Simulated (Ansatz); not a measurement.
System: rutile SnO2. Method: PBE-D3(BJ) (plane waves, PAW; Ansatz, an electronic-structure program).

Run with plane-wave cutoff 500 eV, 8×8×10 k mesh (along the axes of the cell as run), gaussian smearing 0.02 eV, scalar-relativistic PAW data made under PBE.

Computed at the level's own relaxed cell.

**Question.** Predict the equilibrium volume per atom, lattice parameter a, c axis length and band gap.

**Answer.** 
equilibrium volume per atom: 12.37 Å³/atom
lattice parameter a: 4.794 Å
c axis length: 3.230 Å
band gap: 0.84 eV (on the SCF k mesh)

Measured, for comparison: band gap 3.81 eV (zero-point renormalisation of 215 meV (computed, non-adiabatic AHC, without the lattice-expansion part) added back here to the 1.8 K gap of; inputs from Miglio et al. (2020), arXiv:2011.12765); lattice constant a 4.737 Å, lattice parameter c 3.186 Å (room temperature, no zero-point or thermal correction; as tabulated in Hiroi (2015), arXiv:1503.02262). Computed (rounded) less measured: lattice constant a +1.2 %, lattice parameter c +1.4 %.

Spin–orbit coupling is not included.
